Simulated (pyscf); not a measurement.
Thermochemistry of product channels of `[CH]#[C][CH3]` + `[BrH]` on the singlet surface, in kJ/mol, from ωB97M-D3(BJ)/def2-TZVP energies (ideal gas, 1 atm, RRHO with modes under 100 cm⁻¹ raised to 100, one conformer, R ln 2 for rigid chiral ones). PySCF, gas phase, ωB97X-D3(BJ)/def2-SVP geometries.

```csv
products,ΔE,ΔH(298 K),ΔG(298 K),ΔG(900 K)
`[CH3][Br]` + `[C]=[CH2]` [singlet],+214.9,+212.2,+205.1,+191.8
`[CH3][C]#[C][Br]` + `[H][H]`,+98.0,+88.3,+94.9,+103.9
`[CH3][Br]` + `[CH]#[CH]`,(withheld),+47.1,+47.1,+48.2
`[CH2]=[C]([CH3])[Br]`,-134.4,-118.3,-76.7,+8.6
`[CH]#[C][CH2][Br]` + `[H][H]`,+92.2,+81.4,+85.6,(withheld)
`[CH4]` + `[CH]#[C][Br]`,(withheld),+57.9,+60.2,+65.0
`[CH4]` + `[C]=[CH][Br]` [singlet],+232.6,+231.8,+225.7,+214.9
```

Problem. What belongs in the gaps?

Solution. 
- `[CH3][Br]` + `[CH]#[CH]`, ΔE: +41.6
- `[CH]#[C][CH2][Br]` + `[H][H]`, ΔG(900 K): +89.3
- `[CH4]` + `[CH]#[C][Br]`, ΔE: +53.3

The channel to H₂C=C(CH₃)–Br turns unfavourable between 298 and 1200 K (ΔG from -76.7 kJ/mol to +50.4 kJ/mol).

These are energies of the channels, which say nothing of barriers. Elements up to Kr have no core potential and no relativistic terms here.
